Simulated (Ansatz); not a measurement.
A nudged elastic band was laid between two geometries of CH4BCl + H2 (9 atoms, charge 0, multiplicity 1).

All numbers below come from Ansatz, RKS PBE0/def2-SVP.

* movable images: 4
* climbing image: no
* spring: 5.0 eV/Å²
* optimiser: quadratic models (default)
* start path: through a guess of the saddle point
* force threshold: 0.03 eV/Å
* iteration limit: 60
* end points: relaxed

Initial state:

```xyz
9
Properties=species:S:1:pos:R:3
B 0.169 -0.694 -0.024
Cl 0.012 -0.316 1.687
C 1.485 -0.420 -0.803
H 1.771 -1.308 -1.393
H 1.273 0.367 -1.552
H 2.333 -0.095 -0.183
H -0.814 -1.157 -0.549
H -0.349 3.511 1.152
H -0.277 2.782 1.360
```

Final state:

```xyz
9
Properties=species:S:1:pos:R:3
B 0.053 0.469 -0.421
Cl 0.077 0.234 2.276
C 1.439 -0.141 -0.806
H 1.538 -1.220 -0.613
H 1.489 -0.019 -1.908
H 2.308 0.393 -0.397
H -0.962 -0.187 -0.503
H -0.067 1.670 -0.279
H -0.274 1.470 2.346
```

**Question.** What changes between the two ends?

**Answer.** Bonds broken: B1–Cl2, H8–H9. Bonds formed: B1–H8, Cl2–H9. CH4BCl + H2 becomes CH5B + ClH.

**Question.** Give the energies along the band, and the barrier.

**Answer.** It converged. The highest image is number 4 of 0 to 5, 0.87 eV above the first end and 0.04 eV above the last; the last end lies 0.83 eV above the first. No image climbed, so the highest image needn't sit at the top of the path. The orbitals stay closed-shell, which can raise the energy where a bond breaks towards radicals; this wasn't checked here.

```json
{"image": "0", "path coordinate (Å)": "0.00", "energy (eV)": "0.00", "B1–Cl2 (Å)": "1.76", "H8–H9 (Å)": "0.76", "B1–H8 (Å)": "4.40"}
{"image": "1", "path coordinate (Å)": "1.18", "energy (eV)": "0.00", "B1–Cl2 (Å)": "1.76", "H8–H9 (Å)": "0.76", "B1–H8 (Å)": "3.56"}
{"image": "2", "path coordinate (Å)": "2.36", "energy (eV)": "0.07", "B1–Cl2 (Å)": "1.77", "H8–H9 (Å)": "0.76", "B1–H8 (Å)": "2.48"}
{"image": "3", "path coordinate (Å)": "3.54", "energy (eV)": "0.81", "B1–Cl2 (Å)": "2.01", "H8–H9 (Å)": "0.89", "B1–H8 (Å)": "1.42"}
{"image": "4", "path coordinate (Å)": "4.72", "energy (eV)": "0.87", "B1–Cl2 (Å)": "3.03", "H8–H9 (Å)": "1.78", "B1–H8 (Å)": "1.22"}
{"image": "5", "path coordinate (Å)": "5.90", "energy (eV)": "0.83", "B1–Cl2 (Å)": "2.71", "H8–H9 (Å)": "2.64", "B1–H8 (Å)": "1.21"}
```

**Question.** What is the geometry of the highest image?

**Answer.** 
```xyz
9
Properties=species:S:1:pos:R:3
B -0.029 0.353 -0.399
Cl 0.181 0.503 2.617
C 1.395 -0.121 -0.799
H 1.504 -1.201 -0.965
H 1.640 0.401 -1.746
H 2.158 0.223 -0.081
H -1.016 -0.343 -0.447
H -0.202 1.530 -0.121
H -0.030 1.324 1.636
```

Time of the run: 120 s on 1 thread of Arm Neoverse V2, on a shared host, peak memory 0.16 GiB.
